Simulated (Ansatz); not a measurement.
A structure of GaAs relaxed with PBEsol (plane waves to 420 eV, PAW, scalar-relativistic; Ansatz, an electronic-structure program); single points at other levels follow on the same geometry (Ansatz, PAW; HSE06 at 420 eV on a 6×6×6 k-mesh; no spin-orbit coupling). Space group F-43m (No. 216).

```cif
data_As4Ga4
_chemical_formula_sum 'As4 Ga4'
_space_group_name_H-M_alt 'F-43m'
_space_group_IT_number 216
_space_group_name_Hall 'F -4 2 3'
_cell_length_a 5.65879
_cell_length_b 5.65879
_cell_length_c 5.65879
_cell_angle_alpha 90.000
_cell_angle_beta 90.000
_cell_angle_gamma 90.000
loop_
_atom_site_label
_atom_site_type_symbol
_atom_site_symmetry_multiplicity
_atom_site_Wyckoff_symbol
_atom_site_fract_x
_atom_site_fract_y
_atom_site_fract_z
_atom_site_occupancy
As1 As 4 c 0.25000 0.25000 0.25000 1
Ga1 Ga 4 a 0.00000 0.00000 0.00000 1
```
(The calculation used a cell of 2 atoms; values per cell refer to that cell.)

```csv
level,gap (eV),kind,conduction minimum
PBEsol,0.42,direct,Γ
HSE06,(withheld),–,(withheld)
```

Q: Some entries are withheld; supply them.

A: 
- HSE06, gap (eV): 1.40
- HSE06, conduction minimum: Γ

No spin polarisation in the result.

Measured for GaAs: a 5.64 Å (static lattice; corrected from measurement; as listed in Daniel Mejia-Rodriguez, S. B. Trickey, Phys. Rev. B (2018)); gap 1.57 eV (static lattice; corrected from measurement; as listed in Wei Chen et al., Physical Review Materials (2018)). Computed minus measured — a: PBEsol +0.3 %; gap: PBEsol -1.15 eV, HSE06 -0.17 eV. The computed values are for a static lattice, and a measured gap can be an optical one, lowered by exciton binding.

The run could not lose the symmetry of its start.

All atoms sit on sites fixed by symmetry, so only the cell could relax.
